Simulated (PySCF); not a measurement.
`N#CC1=CC=CC(C#N)=C1` (isophthalonitrile radical anion) [SMILES of the parent framework; charge -1 and doublet state] (charge -1 and doublet state). Method used: PySCF, PBE0-D3(BJ)/def2-SVP geometry optimisation, gas phase.

```
atom  x, y, z in Å
N1     3.7114    0.9388   -0.4422
C2     2.6053    0.5816   -0.3028
C3     1.2769    0.1312   -0.1317
C4     0.9779   -1.2767    0.0799
C5    -0.3494   -1.6595    0.2447
C6    -1.4057   -0.7548    0.2162
C7    -1.1124    0.6543    0.0049
C8    -2.1417    1.6214   -0.0319
N9    -3.0049    2.4115   -0.0590
C10    0.2204    1.0491   -0.1619
H11    1.7891   -2.0052    0.1066
H12   -0.5727   -2.7207    0.4045
H13   -2.4384   -1.0797    0.3489
H14    0.4429    2.1077   -0.3204
```

Which two atoms are farthest apart?

N1···N9, 6.89 Å; the next longest distance is 6.52 Å.

How far are the heavy atoms from their best plane (unweighted least squares)?

0.001 Å rms; none is more than 0.002 Å off.

What is the repulsion energy of the bare nuclei, Σ ZA·ZB/RAB?

405.62 Eh over 91 pairs, with full nuclear charges and distances in bohr; the largest single term is 18.99 Eh (C8 with N9, or a pair equal to it).

Work out the bond lengths N1≡C2, C3–C4, C4–H11, C5–C6, C7–C8, C8≡N9 in pm.

For N1≡C2 the difference vector is (-1.1061, -0.3572, 0.1394) Å, of length 1.1707 Å. N1≡C2 117.1; C3–C4 145.5; C4–H11 109.1; C5–C6 139.1; C7–C8 141.3; C8≡N9 117.1 pm.

Where is the centre of mass (commonest isotopes), and what is the radius of gyration?

Mass 128.037 u; centre at (0.078, 0.370, -0.058) Å; Rg = √(Σ m r²/M) = 2.419 Å. As Ia + Ib + Ic = 2 Σ m r², the three principal moments sum to 1498.4 u·Å².

What are the angles N1–C2–C3, C4–C3–C10, C5–C4–H11, C3–C4–H11, C3–C4–C5, C3–C10–C7?

From the scalar product of the two bond vectors; for N1–C2–C3 it is -1.6541 Å² over 1.1707 × 1.4131 Å², cos θ = -0.999894. N1–C2–C3 179.2°; C4–C3–C10 118.9°; C5–C4–H11 121.5°; C3–C4–H11 119.8°; C3–C4–C5 118.7°; C3–C10–C7 122.1°.

How far apart are these pairs, which share no bond: N1···C8, N1···C10, C4···H14, C6···C10, C6···H12, N9···C10, N9···H14?

N1···C8 5.907 Å (5 bonds apart); N1···C10 3.504 Å (3 bonds apart); C4···H14 3.450 Å (3 bonds apart); C6···C10 2.458 Å (2 bonds apart); C6···H12 2.143 Å (2 bonds apart); N9···C10 3.503 Å (3 bonds apart); N9···H14 3.471 Å (4 bonds apart).

Give the dihedral angles C8–C7–C10–C3, C4–C5–C6–C7, C10–C3–C4–C5, C5–C6–C7–C8.

C8–C7–C10–C3 180° (antiperiplanar); C4–C5–C6–C7 0° (synperiplanar); C10–C3–C4–C5 0° (synperiplanar); C5–C6–C7–C8 180° (antiperiplanar). Dihedral signs follow IUPAC: positive where, seen along the central bond, the front bond turns clockwise onto the rear one.

Write the matrix of distances between heavy atoms (Å, lower triangle).

```
N1    0.000
C2    1.171  0.000
C3    2.584  1.413  0.000
C4    3.557  2.500  1.455  0.000
C5    4.870  3.749  2.448  1.391  0.000
C6    5.430  4.260  2.846  2.444  1.391  0.000
C7    4.853  3.731  2.450  2.847  2.448  1.455  0.000
C8    5.907  4.867  3.731  4.260  3.749  2.500  1.413  0.000
N9    6.887  5.906  4.852  5.430  4.870  3.558  2.583  1.171  0.000
C10   3.504  2.434  1.400  2.458  2.798  2.458  1.400  2.434  3.503  0.000
```

The point group is C2v within 0.08 Å; differences among equivalent distances and angles are scatter left by the optimiser. Not checked by PBE0-D3(BJ)/def2-SVP frequencies. ⟨S²⟩ = 0.768 (exact for a doublet: 0.75). Whether the extra electron is bound in the gas phase wasn't checked; a finite basis holds it in any case. The geometry's basis has no diffuse functions, a weakness for an anion.
